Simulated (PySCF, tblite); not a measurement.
# C₅H₇S radical: geometry, infrared bands and EPR parameters

Aim: predict the infrared bands and EPR parameters of C₅H₇S radical (`[CH]=C1CC(S)C1`).

Programs: tblite 0.8.0 and PySCF 2.14.0, with density-fitted response routines of our own. Each step states its level of theory. These are calculated values for one molecule in the gas phase, unless marked as measured. Atoms are numbered from 0 throughout.

## (1) The molecule as given

13 atoms, charge 0, multiplicity 2; geometry from: force field or distance geometry start.

Bonds of the start (Å): C0–C1 1.35, C1–C2 1.49, C2–C3 1.52, C3–S4 1.82, C3–C5 1.52, C5–C1 1.48, C0–H6 1.10, C2–H7 1.10, C2–H8 1.12, C3–H9 1.11, S4–H10 1.41, C5–H11 1.11, C5–H12 1.11.

## (2) Relaxing the molecule with GFN2-xTB

The job: settings as JSON, then the geometry in Å.

```
{"job": {"kind": "relax", "xc": "GFN2-xTB", "basis": "xTB"}, "charge": 0, "multiplicity": 2}
C      2.214700     0.594100     0.472200
C      1.019900     0.073400     0.132800
C     -0.189300    -0.279700     0.924200
C     -1.002200    -0.498600    -0.339500
S     -2.032200     0.916000    -0.830200
C      0.321800    -0.427900    -1.077100
H      2.302400     0.831400     1.543400
H      0.009500    -1.176500     1.538200
H     -0.608500     0.550900     1.549200
H     -1.479900    -1.496700    -0.433700
H     -1.513400     2.054200    -0.169300
H      0.340400     0.302100    -1.917400
H      0.612400    -1.442300    -1.410500
```

Command:

```bash
OMP_NUM_THREADS=1 python probes_run.py task.json out
```

The driver reads the jobs from task.json and runs them one after another.

**Question.** This job is followed by: GFN2-xTB harmonic vibrations, gas phase; UKS B3LYP, pcH-1 on C H S, non-relativistic, mean-field spin-orbit, GIAO. Predict these results of the whole session: strongest single infrared mode (GFN2-xTB); zero-point energy (GFN2-xTB); g(iso) (B3LYP); ⟨S²⟩; largest a(iso); potential on the surface of density 0.002 e/bohr³, 1st and 99th percentile.

The runs gave:

| quantity | value |
| --- | --- |
| strongest single infrared mode (GFN2-xTB) | 2423 cm⁻¹, 131 km/mol |
| zero-point energy (GFN2-xTB) | 61.5 kcal/mol |
| g(iso) (B3LYP) | 2.00224 |
| ⟨S²⟩ | 0.759 (exact 0.75) |
| largest a(iso) | 13C on C0, 263.4 MHz |
| potential on the surface of density 0.002 e/bohr³, 1st and 99th percentile | -0.95 V and 1.15 V |

The optimisation took 77 steps and gained 0.851 eV; among the close pairs (by a distance rule), S4–H10 changed most, from 1.415 to 1.333 Å. All 33 modes are real, so the xTB geometry is a minimum. The strongest single mode, at 2423 cm⁻¹, moves mainly H10. Unscaled tight-binding wavenumbers are off by several per cent, some by more. Its intensities can rank the bands wrongly. Most of the unpaired spin sits on C0 (1.02 e). The isotropic g lies 0.1 ppt below the free-electron value. These values are for one conformer; the search (at its own cheap level) found 1 more, at 1.35 kcal/mol, and measured spectra average over such forms.
